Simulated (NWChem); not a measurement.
All runs are NWChem calculations. System: Li2, charge 0, spin multiplicity 1, at a geometry optimised with PBE0/def2-SVP. The structure started from a generated list of species. Level: EOM-CCSD/def2-SVPD, no orbitals frozen.

The NWChem input:

```
start mol
memory heap 100 mb stack 700 mb global 1900 mb
geometry units angstroms nocenter noautoz
  Li     0.000000     0.000000     1.393559
  Li     0.000000     0.000000    -1.393559
  symmetry group D2h
end
basis spherical
  * library def2-svpd
end
scf
  rhf
  nopen 0
  maxiter 100
  thresh 1e-7
  semidirect memsize 60000000 filesize 0
end
tce
  ccsd
  nroots 1
  2eorb
  2emet 13
  thresh 1e-5
  maxiter 200
  tilesize 24
end
task tce energy
```

NWChem printed:

```
             Northwest Computational Chemistry Package (NWChem) 7.3.0
             --------------------------------------------------------

                                NWChem Input Module
                                -------------------

 Scaling coordinates for geometry "geometry" by  1.889725989
 (inverse scale =  0.529177249)

 Turning off AUTOSYM since
 SYMMETRY directive was detected!

                             Geometry "geometry" -> ""
                             -------------------------

 Output coordinates in angstroms (scale by  1.889725989 to convert to a.u.)

  No.       Tag          Charge          X              Y              Z
 ---- ---------------- ---------- -------------- -------------- --------------
    1 Li                   3.0000     0.00000000     0.00000000     1.39355900
    2 Li                   3.0000     0.00000000     0.00000000    -1.39355900

 Effective nuclear repulsion energy (a.u.)       1.7087885195

            Nuclear Dipole moment (a.u.)
            ----------------------------
        X                 Y               Z
 ---------------- ---------------- ----------------
     0.0000000000     0.0000000000     0.0000000000

      Symmetry information
      --------------------

 Group name             D2h
 Group number             26
 Group order               8
 No. of unique centers     1

      Symmetry unique atoms

     1


 Summary of "ao basis" -> "" (spherical)
 ------------------------------------------------------------------------------
       Tag                 Description            Shells   Functions and Types
 ---------------- ------------------------------  ------  ---------------------
 *                         def2-svpd                  on all atoms

 Summary of "ao basis" -> "ao basis" (spherical)
 ------------------------------------------------------------------------------
       Tag                 Description            Shells   Functions and Types
 ---------------- ------------------------------  ------  ---------------------
 Li                        def2-svpd                 6       12   3s3p

                                 NWChem SCF Module
                                 -----------------

  ao basis        = "ao basis"
  functions       =    24
  atoms           =     2
  closed shells   =     3
  open shells     =     0
  charge          =   0.00
  wavefunction    = RHF
  use symmetry    = T
  symmetry adapt  = T

 Summary of "ao basis" -> "ao basis" (spherical)
 ------------------------------------------------------------------------------
       Tag                 Description            Shells   Functions and Types
 ---------------- ------------------------------  ------  ---------------------
 Li                        def2-svpd                 6       12   3s3p

      Symmetry analysis of basis
      --------------------------

        ag          6
        au          0
        b1g         0
        b1u         6
        b2g         3
        b2u         3
        b3g         3
        b3u         3

 Forming initial guess at       0.0s

      Superposition of Atomic Density Guess
      -------------------------------------

 Sum of atomic energies:         -14.85012796

      Non-variational initial energy
      ------------------------------

 Total energy =     -14.791990
 1-e energy   =     -22.779351
 2-e energy   =       6.278573
 HOMO         =      -0.159122
 LUMO         =      -0.021329

      Symmetry analysis of molecular orbitals - initial
[...]
    13ag  (alpha)     5b2u (beta ) ---     3ag  (alpha)     3ag  (beta )        0.1486593923
     4b1u (alpha)     9b3g (beta ) ---     3ag  (alpha)     3ag  (beta )        0.1200363004
     4b1u (alpha)    16b3g (beta ) ---     3ag  (alpha)     3ag  (beta )        0.1003178176
     5b2u (alpha)     7ag  (beta ) ---     3ag  (alpha)     3ag  (beta )        0.1655734725
     5b2u (alpha)    11ag  (beta ) ---     3ag  (alpha)     3ag  (beta )       -0.1355102541
     5b2u (alpha)    13ag  (beta ) ---     3ag  (alpha)     3ag  (beta )        0.1486593923
     9b3g (alpha)     4b1u (beta ) ---     3ag  (alpha)     3ag  (beta )        0.1200363004
    16b3g (alpha)     4b1u (beta ) ---     3ag  (alpha)     3ag  (beta )        0.1003178176

 =========================================
 Excited-state calculation ( b3g symmetry)
 =========================================
 Dim. of EOMCC iter. space      500

 EOMCCSD SOLVER TYPE  1
  maxdiff =   0.24626314466463745

 No. of initial right vectors   15

 EOM-CCSD right-hand side iterations
 --------------------------------------------------------------
      Residuum       Omega / hartree  Omega / eV    Cpu    Wall
 --------------------------------------------------------------

 Iteration   1 using   15 trial vectors
   0.0544781673233   0.1197438039938    3.25840     0.3     0.3

 Iteration   2 using   16 trial vectors
   0.0662999258307   0.1071805900232    2.91653     0.0     0.0

 Iteration   3 using   17 trial vectors
   0.0290682038636   0.1047290623802    2.84982     0.0     0.0

 Iteration   4 using   18 trial vectors
   0.0073525939059   0.1045342976931    2.84452     0.0     0.0

 Iteration   5 using   19 trial vectors
   0.0025063711947   0.1045666233150    2.84540     0.0     0.0

 Iteration   6 using   20 trial vectors
   0.0013968603318   0.1045439826291    2.84479     0.0     0.0

 Iteration   7 using   21 trial vectors
   0.0004172534434   0.1045369592467    2.84460     0.0     0.0

 Iteration   8 using   22 trial vectors
   0.0001671070359   0.1045370304347    2.84460     0.0     0.0

 Iteration   9 using   23 trial vectors
   0.0000687240680   0.1045379024225    2.84462     0.0     0.0

 Iteration  10 using   24 trial vectors
   0.0000191004442   0.1045380024339    2.84462     0.0     0.0

 Iteration  11 using   25 trial vectors
   0.0000046734568   0.1045378951187    2.84462     0.0     0.0
 --------------------------------------------------------------
 Iterations converged
 ------------------

 Excited state root  1
 Excitation energy / hartree =        0.104537895118695
                   / eV      =        2.844622071535065
 largest EOMCCSD amplitudes: R1 and R2

 Singles contributions
     9b3g (alpha) ---     3ag  (alpha)        0.6587547036
    16b3g (alpha) ---     3ag  (alpha)        0.2746228829

 Doubles contributions
     7ag  (alpha)     9b3g (beta ) ---     3ag  (alpha)     3ag  (beta )       -0.1044810669
     4b1u (alpha)     5b2u (beta ) ---     3ag  (alpha)     3ag  (beta )       -0.3792875941
     4b1u (alpha)    14b2u (beta ) ---     3ag  (alpha)     3ag  (beta )       -0.1965817233
    12b1u (alpha)     5b2u (beta ) ---     3ag  (alpha)     3ag  (beta )       -0.1652179527
     5b2u (alpha)     4b1u (beta ) ---     3ag  (alpha)     3ag  (beta )       -0.3792875941
     5b2u (alpha)    12b1u (beta ) ---     3ag  (alpha)     3ag  (beta )       -0.1652179527
    14b2u (alpha)     4b1u (beta ) ---     3ag  (alpha)     3ag  (beta )       -0.1965817233
     9b3g (alpha)     7ag  (beta ) ---     3ag  (alpha)     3ag  (beta )       -0.1044810669

 =========================================
 Excited-state calculation ( b3u symmetry)
 =========================================
 Dim. of EOMCC iter. space      500

 EOMCCSD SOLVER TYPE  1
  maxdiff =   0.20935891987459765

 No. of initial right vectors   17

 EOM-CCSD right-hand side iterations
 --------------------------------------------------------------
      Residuum       Omega / hartree  Omega / eV    Cpu    Wall
 --------------------------------------------------------------

 Iteration   1 using   17 trial vectors
   0.0644346272246   0.1030517048455    2.80418     0.4     0.4

 Iteration   2 using   18 trial vectors
   0.0347792687632   0.0992578061502    2.70094     0.0     0.0

 Iteration   3 using   19 trial vectors
   0.0142672631485   0.0988872909642    2.69086     0.0     0.0

 Iteration   4 using   20 trial vectors
   0.0052270653713   0.0987660757659    2.68756     0.0     0.0

 Iteration   5 using   21 trial vectors
   0.0016559684035   0.0987066242762    2.68595     0.0     0.0

 Iteration   6 using   22 trial vectors
   0.0007110620857   0.0987021325186    2.68582     0.0     0.0

 Iteration   7 using   23 trial vectors
   0.0002220561297   0.0987020023966    2.68582     0.0     0.0

 Iteration   8 using   24 trial vectors
   0.0000865727470   0.0987017945099    2.68581     0.0     0.0

 Iteration   9 using   25 trial vectors
   0.0000301555773   0.0987015927189    2.68581     0.0     0.0

 Iteration  10 using   26 trial vectors
   0.0000078428803   0.0987015214444    2.68581     0.0     0.0
 --------------------------------------------------------------
 Iterations converged
 ------------------

 Excited state root  1
 Excitation energy / hartree =        0.098701521444414
                   / eV      =        2.685806195696591
 largest EOMCCSD amplitudes: R1 and R2

 Singles contributions
     6b3u (alpha) ---     3ag  (alpha)       -0.8816945663

 Doubles contributions
     7ag  (alpha)     6b3u (beta ) ---     3ag  (alpha)     3ag  (beta )        0.1655734725
    11ag  (alpha)     6b3u (beta ) ---     3ag  (alpha)     3ag  (beta )       -0.1355102541
    13ag  (alpha)     6b3u (beta ) ---     3ag  (alpha)     3ag  (beta )        0.1486593923
     4b1u (alpha)     8b2g (beta ) ---     3ag  (alpha)     3ag  (beta )        0.1200363004
     4b1u (alpha)    17b2g (beta ) ---     3ag  (alpha)     3ag  (beta )        0.1003178176
     8b2g (alpha)     4b1u (beta ) ---     3ag  (alpha)     3ag  (beta )        0.1200363004
    17b2g (alpha)     4b1u (beta ) ---     3ag  (alpha)     3ag  (beta )        0.1003178176
     6b3u (alpha)     7ag  (beta ) ---     3ag  (alpha)     3ag  (beta )        0.1655734725
     6b3u (alpha)    11ag  (beta ) ---     3ag  (alpha)     3ag  (beta )       -0.1355102541
     6b3u (alpha)    13ag  (beta ) ---     3ag  (alpha)     3ag  (beta )        0.1486593923

 Task  times  cpu:        5.9s     wall:        5.9s

 Total times  cpu:        5.9s     wall:        5.9s
```
